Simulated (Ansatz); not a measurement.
System: hcp Be. Method: PBE-D4 in Ansatz (PAW).

Settings: plane-wave cutoff 500 eV, 36×36×20 k mesh (along the axes of the cell as run), Fermi–Dirac smearing 0.1 eV, scalar-relativistic PAW data made under PBE.

Computed at the level's own relaxed cell.

Q: Estimate the volume per atom, equilibrium lattice constant a and c axis length that the calculation returns.

A: 
- volume per atom = 7.76 Å³/atom
- equilibrium lattice constant a = 2.248 Å
- c axis length = 3.546 Å

Measured, for comparison: lattice constant a 2.286 Å (293 K, not corrected to a static lattice, our sources range from 2.286 to 2.290; as tabulated in Wikipedia's data pages); lattice parameter c 3.584 Å (293 K, not corrected to a static lattice; as tabulated in Wikipedia's data pages). Computed (rounded) less measured: lattice constant a -1.7 % (-1.7 % to -1.8 % over the range), lattice parameter c -1.1 %. A static lattice is as a rule a little smaller and stiffer than an uncorrected measurement, which narrows the difference in the lattice constant a, lattice parameter c and would widen misses of the other sign.

Static lattice: no zero-point or thermal effects.

Computing time: about 70 core-seconds (a rough figure).

Ansatz is a program for electronic structure.
